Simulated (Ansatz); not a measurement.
Process, species as SMILES: S (H2S) + H+ → [SH3+]
B3LYP-D3(BJ)/def2-TZVP geometries, fixed; electronic energies without zero-point terms; positive where energy is released.
Largest species:
```
S
H 1 1.3577
H 1 1.3577 2 94.35
H 1 1.3577 2 94.35 3 -94.71
```
Charge +1, spin multiplicity 1.

Basis-set convergence of the proton affinity at CCSD(T) with Ansatz (an electronic-structure program). Cartesian d functions, on some or all atoms, in 6-31G*, 6-31+G*, 6-311G**, 6-311+G**; all else is spherical. Cores are frozen. No added dispersion term, no relativity. Functions are those of the species that has most. Reference: Hartree-Fock in aug-cc-pV(Q+d)Z plus the correlation part extrapolated as X^-3 from aug-cc-pV(T+d)Z and aug-cc-pV(Q+d)Z, 174.16 kcal/mol, itself unsure by roughly 0.19 kcal/mol (a third of the extrapolation step and of the last Hartree-Fock step). Deviations are taken from unrounded values.

```json
[
 {"basis": "6-31G*", "functions": "25", "proton affinity (kcal/mol)": "174.25"},
 {"basis": "6-31+G*", "functions": "29", "proton affinity (kcal/mol)": "174.03"},
 {"basis": "def2-SVP", "functions": "33", "proton affinity (kcal/mol)": "180.98"},
 {"basis": "def2-SVPD", "functions": "51", "proton affinity (kcal/mol)": "175.86"},
 {"basis": "pcseg-1", "functions": "33", "proton affinity (kcal/mol)": "177.91"},
 {"basis": "aug-pcseg-1", "functions": "54", "proton affinity (kcal/mol)": "176.82"},
 {"basis": "cc-pV(D+d)Z", "functions": "38", "proton affinity (kcal/mol)": "179.78"},
 {"basis": "aug-cc-pV(D+d)Z", "functions": "59", "proton affinity (kcal/mol)": "175.56"},
 {"basis": "6-311G**", "functions": "45", "proton affinity (kcal/mol)": "180.21"},
 {"basis": "6-311+G**", "functions": "49", "proton affinity (kcal/mol)": "180.13"},
 {"basis": "def2-TZVP", "functions": "55", "proton affinity (kcal/mol)": "175.11"},
 {"basis": "def2-TZVPD", "functions": "73", "proton affinity (kcal/mol)": "174.44"},
 {"basis": "pcseg-2", "functions": "76", "proton affinity (kcal/mol)": "178.32"},
 {"basis": "aug-pcseg-2", "functions": "119", "proton affinity (kcal/mol)": "175.90"},
 {"basis": "cc-pV(T+d)Z", "functions": "81", "proton affinity (kcal/mol)": "176.02"},
 {"basis": "aug-cc-pV(T+d)Z", "functions": "124", "proton affinity (kcal/mol)": "174.89"},
 {"basis": "def2-TZVPP", "functions": "84", "proton affinity (kcal/mol)": "176.12"},
 {"basis": "def2-TZVPPD", "functions": "102", "proton affinity (kcal/mol)": "175.51"},
 {"basis": "cc-pV(Q+d)Z", "functions": "154", "proton affinity (kcal/mol)": "174.93"},
 {"basis": "aug-cc-pV(Q+d)Z", "functions": "227", "proton affinity (kcal/mol)": "174.54"},
 {"basis": "def2-QZVPP", "functions": "160", "proton affinity (kcal/mol)": "174.92"},
 {"basis": "def2-QZVPPD", "functions": "178", "proton affinity (kcal/mol)": "174.78"},
 {"basis": "pcseg-3", "functions": "163", "proton affinity (kcal/mol)": "175.38"},
 {"basis": "aug-pcseg-3", "functions": "236", "proton affinity (kcal/mol)": "174.98"}
]
```

What the diffuse functions change, pair by pair:
- 6-31G* to 6-31+G*: 4 more functions, deviation 0.09 to -0.13 kcal/mol
- def2-SVP to def2-SVPD: 18 more functions, deviation 6.83 to 1.70 kcal/mol
- pcseg-1 to aug-pcseg-1: 21 more functions, deviation 3.75 to 2.67 kcal/mol
- cc-pV(D+d)Z to aug-cc-pV(D+d)Z: 21 more functions, deviation 5.63 to 1.40 kcal/mol
- 6-311G** to 6-311+G**: 4 more functions, deviation 6.06 to 5.97 kcal/mol
- def2-TZVP to def2-TZVPD: 18 more functions, deviation 0.95 to 0.28 kcal/mol
- pcseg-2 to aug-pcseg-2: 43 more functions, deviation 4.16 to 1.74 kcal/mol
- cc-pV(T+d)Z to aug-cc-pV(T+d)Z: 43 more functions, deviation 1.86 to 0.73 kcal/mol
- def2-TZVPP to def2-TZVPPD: 18 more functions, deviation 1.96 to 1.36 kcal/mol
- cc-pV(Q+d)Z to aug-cc-pV(Q+d)Z: 73 more functions, deviation 0.77 to 0.38 kcal/mol
- def2-QZVPP to def2-QZVPPD: 18 more functions, deviation 0.76 to 0.62 kcal/mol
- pcseg-3 to aug-pcseg-3: 73 more functions, deviation 1.22 to 0.82 kcal/mol

Leaving out the reference's own pair, they bring the value nearer the reference by more than 0.19 kcal/mol in 8 of 11 pairs.
